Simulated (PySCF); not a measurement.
CH3Cl.

```xyz
5

C      0.0000     0.0000    -1.1220
Cl     0.0000     0.0000     0.6552
H      0.8928     0.5154    -1.4689
H      0.0000    -1.0309    -1.4689
H     -0.8928     0.5154    -1.4689
```
Charge 0, spin multiplicity 1.

Geometry: ωB97X-D3(BJ)/def2-TZVP.

Level of theory: HF/pcSseg-2 (PySCF). Non-relativistic, no solvent.

Computed absolute GIAO shielding of each atom: isotropic value and principal components (ppm):
```
atom  σ(iso)    σ11    σ22     σ33   span
----  ------  -----  -----  ------  -----
C1     163.8  148.5  148.5   194.3   45.7
Cl2    978.6  911.5  911.5  1112.7  201.2
H3      28.9   23.4   26.8    36.5   13.1
H4      28.9   23.4   26.8    36.5   13.1
H5      28.9   23.4   26.8    36.5   13.1
```
